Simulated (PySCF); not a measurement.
**1,2-elimination**

Start structure (CH6SSi, singlet), relaxed at PBE0-D4/def2-TZVP:

```json
{"atom": "Si1", "x (Å)": "-0.6273", "y (Å)": "-0.4677", "z (Å)": "-0.1210"}
{"atom": "C2", "x (Å)": "0.2378", "y (Å)": "1.0271", "z (Å)": "0.5822"}
{"atom": "S3", "x (Å)": "0.7343", "y (Å)": "-2.0419", "z (Å)": "-0.6305"}
{"atom": "H4", "x (Å)": "1.3795", "y (Å)": "-1.3310", "z (Å)": "-1.5710"}
{"atom": "H5", "x (Å)": "-1.4260", "y (Å)": "-0.0755", "z (Å)": "-1.3127"}
{"atom": "H6", "x (Å)": "-1.5268", "y (Å)": "-1.0936", "z (Å)": "0.8811"}
{"atom": "H7", "x (Å)": "-0.4913", "y (Å)": "1.7931", "z (Å)": "0.8600"}
{"atom": "H8", "x (Å)": "0.8155", "y (Å)": "0.7575", "z (Å)": "1.4684"}
{"atom": "H9", "x (Å)": "0.9204", "y (Å)": "1.4602", "z (Å)": "-0.1527"}
```

The step: CH₆SSi ([CH3][SiH2][SH]) → SiH₂S ([SiH2][S]) + CH₄; bonds formed: C2–H4; bonds broken: Si1–C2, S3–H4. Program: PySCF 2.14 with density fitting (its default auxiliary sets; JK sets also for MP2 and CCSD(T)). Basis: def2-TZVPP and def2-QZVPP. Cores are frozen in the correlated methods. Extrapolation: Hartree–Fock as exp(−7.88 √X), correlation as X^−2.97. Energies below are by CCSD(T) at an estimated basis limit (MP2 extrapolated from triple and quadruple zeta, plus CCSD(T) − MP2 in triple zeta).

(1) What are the electronic barrier and the energy of the step, from the start structure to the end structure? (An estimate is asked for; the value comes from the calculation.)

T1 diagnostic: at most 0.017.

Results:

(1) Computed: Barrier 56.20 kcal/mol; step energy 24.95 kcal/mol (uphill); reverse barrier, their difference, 31.25 kcal/mol. Barrier and step energy count from the start structure, the reverse barrier from the end structure.

The saddle point: One imaginary mode of 1259i cm⁻¹.
```
  pair  start (Å)  saddle (Å)  end (Å)
 C2–H4       3.39        1.35     1.09
Si1–C2       1.86        2.09     3.32
 S3–H4       1.34        1.83     3.52
```

Zero-point energy (harmonic, PBE0-D4): ZPE is 39.61 kcal/mol at the start and 37.96 kcal/mol at the saddle, so the barrier goes from 56.20 to 54.54 kcal/mol.

First-order rate constant out of the start structure at 898 K by transition-state theory, with harmonic vibrational free energies alone and no tunnelling: ΔA‡ = 56.36 kcal/mol, so k = (kB T/h) exp(−ΔA‡/kB T) ≈ 10^0 s⁻¹ (an order of magnitude at best: rotation, the number of equivalent paths and anharmonicity are left out).

Labels in which every atom is bracketed show which atoms are joined, not bond orders.

For scale, one of the runs: CCSD(T)/def2-TZVPP, 199 basis functions, launched by `OMP_NUM_THREADS=4 python run.py`. The run took 5.2 min on 4 CPU threads of an Arm Neoverse V1 (shared host), with 2.1 GiB of host memory at its peak.
